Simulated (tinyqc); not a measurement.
Worked calculation: Pariser-Parr-Pople SCF with singles CI, for the molecule C=CC(=C)N (SMILES; centres numbered as the heavy atoms are written). Computed by tinyqc, a small Python program that keeps every step. Settings: charge = 0, gamma = MN, start = huckel, damping = 0.3, iteration cap = 55, excitations kept = 6. Command: `OMP_NUM_THREADS=1 python tinyqc.py 20863 20864 out.jsonl` (the two numbers bound the seeds that draw the settings). One thread of a shared host (Intel(R) Xeon(R) Processor @ 2.60GHz), about 0.01 s of CPU time with the checks. Later iterations appear only in the table of the cycle.

## PPP integrals

Centres (angstrom, eV; a flat drawing with bonds scaled to 1.40 angstrom):
```
centre          x          y  core charge z          W   gamma_rr
1C      -1.940000   0.000000              1  11.160000  11.130000
2C      -0.727000   0.700000              1  11.160000  11.130000
3C       0.485000   0.000000              1  11.160000  11.130000
4C       1.697000   0.700000              1  11.160000  11.130000
5N       0.485000  -1.400000              2  25.600000  16.800000
```

Resonance integrals (eV):
```
i  j       beta
1  2  -2.390000
2  3  -2.390000
3  4  -2.390000
3  5  -2.240000
```

Mataga-Nishimoto: gamma = 14.399645/(R + a), a = 2 x 14.399645/(gamma_rr + gamma_ss); H_rr = -W_r - sum_(s != r) z_s gamma_rs; H_rs = beta for bonds.

repulsion gamma_rs (eV), order 1C, 2C, 3C, 4C, 5N:
```
[[11.130000, 5.344569, 3.872154, 2.881359, 3.758486],
 [5.344569, 11.130000, 5.346287, 3.873196, 4.166833],
 [3.872154, 5.346287, 11.130000, 5.346287, 5.923040],
 [2.881359, 3.873196, 5.346287, 11.130000, 4.166833],
 [3.758486, 4.166833, 5.923040, 4.166833, 16.800000]]
```

core matrix H (eV), order 1C, 2C, 3C, 4C, 5N:
```
[[-30.775054, -2.390000, 0.000000, 0.000000, 0.000000],
 [-2.390000, -34.057717, -2.390000, 0.000000, 0.000000],
 [0.000000, -2.390000, -37.570810, -2.390000, -2.240000],
 [0.000000, 0.000000, -2.390000, -31.594507, 0.000000],
 [0.000000, 0.000000, -2.240000, 0.000000, -43.615191]]
```

## Starting guess

pi electrons, sum of z_r less the charge = 6

Orbitals of the Hueckel matrix of the beta values.

P at the start, order 1C, 2C, 3C, 4C, 5N:
```
[[1.000000, 0.921375, 0.000000, -0.283590, -0.265791],
 [0.921375, 1.000000, 0.388675, 0.000000, 0.000000],
 [0.000000, 0.388675, 1.000000, 0.672265, 0.630073],
 [-0.283590, 0.000000, 0.672265, 1.467637, -0.498952],
 [-0.265791, 0.000000, 0.630073, -0.498952, 1.532363]]
```

## Iteration 1: Fock matrix

F_rr = H_rr + P_rr gamma_rr / 2 + sum_(s != r) P_ss gamma_rs; F_rs = H_rs - P_rs gamma_rs / 2; E = tr P (H + F) / 2 + core repulsion sum_(r<s) z_r z_s gamma_rs.

F (eV), order 1C, 2C, 3C, 4C, 5N:
```
[[-6.005177, -4.852176, 0.000000, 0.408562, 0.499487],
 [-4.852176, -5.732315, -3.428984, 0.000000, 0.000000],
 [0.000000, -3.428984, -5.864711, -4.187061, -4.105973],
 [0.408562, 0.000000, -4.187061, -4.941166, 1.039524],
 [0.499487, 0.000000, -4.105973, 1.039524, -10.779584]]
```

pi energy = -83.917183 eV

## Iteration 1: orbitals and new P

Diagonalise F (the basis is taken as orthonormal) and form P = 2 sum c c over the lowest orbitals; 0.3 of the old P is kept.

orbital energies (eV): [-13.925696, -11.074207, -8.084461, -1.595615, 1.357026]

P after iteration 1, order 1C, 2C, 3C, 4C, 5N:
```
[[1.033699, 0.926271, -0.021106, -0.327365, -0.165760],
 [0.926271, 0.982430, 0.373713, 0.028474, -0.021432],
 [-0.021106, 0.373713, 1.031330, 0.780977, 0.483779],
 [-0.327365, 0.028474, 0.780977, 1.236415, -0.442363],
 [-0.165760, -0.021432, 0.483779, -0.442363, 1.716125]]
```

## Iteration 2: Fock matrix

As before.

F (eV), order 1C, 2C, 3C, 4C, 5N:
```
[[-5.765794, -4.865259, 0.040863, 0.471628, 0.311504],
 [-4.865259, -5.612344, -3.388987, -0.055144, 0.044652],
 [0.040863, -3.388987, -5.801550, -4.477664, -3.672720],
 [0.471628, -0.055144, -4.477664, -5.265660, 0.921626],
 [0.311504, 0.044652, -3.672720, 0.921626, -9.960428]]
```

pi energy = -84.523566 eV

## Iteration 2: orbitals and new P

As before.

orbital energies (eV): [-13.348096, -10.610393, -8.371834, -1.492946, 1.417492]

P after iteration 2, order 1C, 2C, 3C, 4C, 5N:
```
[[1.031751, 0.930259, -0.022016, -0.338802, -0.125912],
 [0.930259, 0.985768, 0.362768, 0.035395, -0.034254],
 [-0.022016, 0.362768, 1.028711, 0.819397, 0.435319],
 [-0.338802, 0.035395, 0.819397, 1.172770, -0.413201],
 [-0.125912, -0.034254, 0.435319, -0.413201, 1.780999]]
```

## Iteration 3: Fock matrix

As before.

F (eV), order 1C, 2C, 3C, 4C, 5N:
```
[[-5.708492, -4.875917, 0.042626, 0.488105, 0.236619],
 [-4.875917, -5.594372, -3.359730, -0.068547, 0.071365],
 [0.042626, -3.359730, -5.761835, -4.580365, -3.529206],
 [0.488105, -0.068547, -4.580365, -5.356210, 0.860869],
 [0.236619, 0.071365, -3.529206, 0.860869, -9.689610]]
```

pi energy = -84.718888 eV

## Iteration 3: orbitals and new P

As before.

orbital energies (eV): [-13.200995, -10.455439, -8.423557, -1.466058, 1.435528]

P after iteration 3, order 1C, 2C, 3C, 4C, 5N:
```
[[1.026984, 0.932633, -0.019860, -0.341458, -0.107573],
 [0.932633, 0.989704, 0.356010, 0.037384, -0.042128],
 [-0.019860, 0.356010, 1.022980, 0.834119, 0.417690],
 [-0.341458, 0.037384, 0.834119, 1.154568, -0.398039],
 [-0.107573, -0.042128, 0.417690, -0.398039, 1.805763]]
```

## Convergence

Stop when output and input P, before any damping, agree to 1e-7.

Course of the cycle:
```
iteration        E (eV)  largest |P(out) - P(in)|
1          -83.91718321                  3.30e-01
2          -84.52356563                  9.27e-02
3          -84.71888755                  3.54e-02
4          -84.78188973                  1.45e-02
5          -84.80207150                  7.13e-03
6          -84.80849584                  3.95e-03
7          -84.81053189                  2.23e-03
8          -84.81117543                  1.27e-03
9          -84.81137855                  7.25e-04
10         -84.81144265                  4.17e-04
11         -84.81146289                  2.41e-04
...                 ...                       ...
16         -84.81147223                  1.61e-05
17         -84.81147225                  9.40e-06
18         -84.81147225                  5.52e-06
19         -84.81147226                  3.25e-06
20         -84.81147226                  1.92e-06
21         -84.81147226                  1.13e-06
22         -84.81147226                  6.70e-07
23         -84.81147226                  3.97e-07
24         -84.81147226                  2.36e-07
25         -84.81147226                  1.41e-07
26         -84.81147226                  8.49e-08
```

Converged in 26 iterations.

## Converged orbitals

Charges are z - P_rr.

orbital energies (eV): [-13.122513, -10.376998, -8.425822, -1.457890, 1.437600]

coefficients, order 1C, 2C, 3C, 4C, 5N:
```
[[0.252834, 0.591610, -0.310669, 0.619779, 0.324701],
 [0.436468, 0.540293, -0.121364, -0.482260, -0.519880],
 [0.626450, -0.113037, 0.319651, -0.315805, 0.626796],
 [0.313351, -0.062436, 0.686152, 0.497645, -0.423626],
 [0.504918, -0.584299, -0.561938, 0.189514, -0.227953]]
```

pi charges: [-0.020886, 0.005700, -0.014789, -0.145782, 0.175756]

## Singles CI, singlets

Over the 6 single excitations with the smallest orbital gaps: A = (e_a - e_i) delta + 2 (ia|jb) - (ij|ab), with (pq|rs) = sum c_mp c_mq gamma_mn c_nr c_ns. f = 2/3 w |mu|^2 in atomic units, mu = sqrt2 sum c_ia sum_m c_mi c_ma R_m.

singlet CI matrix (eV), order 3>4, 2>4, 3>5, 1>4, 2>5, 1>5:
```
[[4.351262, -0.483679, -0.444717, 0.077462, -0.134690, -0.153002],
 [-0.483679, 5.779371, -0.170980, 0.347424, 0.385767, 0.001645],
 [-0.444717, -0.170980, 6.336457, -0.358952, -0.209204, 0.278868],
 [0.077462, 0.347424, -0.358952, 7.969597, 0.403795, -0.044475],
 [-0.134690, 0.385767, -0.209204, 0.403795, 8.071224, 0.150074],
 [-0.153002, 0.001645, 0.278868, -0.044475, 0.150074, 10.569120]]
```

singlet excitation energies (eV): [4.097018, 5.823130, 6.324815, 7.626537, 8.604094, 10.601436]

oscillator strengths: [0.277877, 0.612143, 0.386339, 0.084466, 0.176176, 0.069222]

## Singles CI, triplets

Over the 6 single excitations with the smallest orbital gaps: A = (e_a - e_i) delta - (ij|ab), with (pq|rs) = sum c_mp c_mq gamma_mn c_nr c_ns.

triplet CI matrix (eV), order 3>4, 2>4, 3>5, 1>4, 2>5, 1>5:
```
[[1.644925, 0.557739, 1.191468, -0.068451, 0.674564, 0.710568],
 [0.557739, 3.047553, 0.674564, -0.635991, -0.884244, -1.164241],
 [1.191468, 0.674564, 4.138160, 0.710568, 0.040750, -0.436551],
 [-0.068451, -0.635991, 0.710568, 6.208049, -1.164241, 0.548208],
 [0.674564, -0.884244, 0.040750, -1.164241, 6.209269, -0.022990],
 [0.710568, -1.164241, -0.436551, 0.548208, -0.022990, 8.104353]]
```

triplet excitation energies (eV): [0.850977, 2.189385, 4.732332, 5.530916, 7.432374, 8.616324]
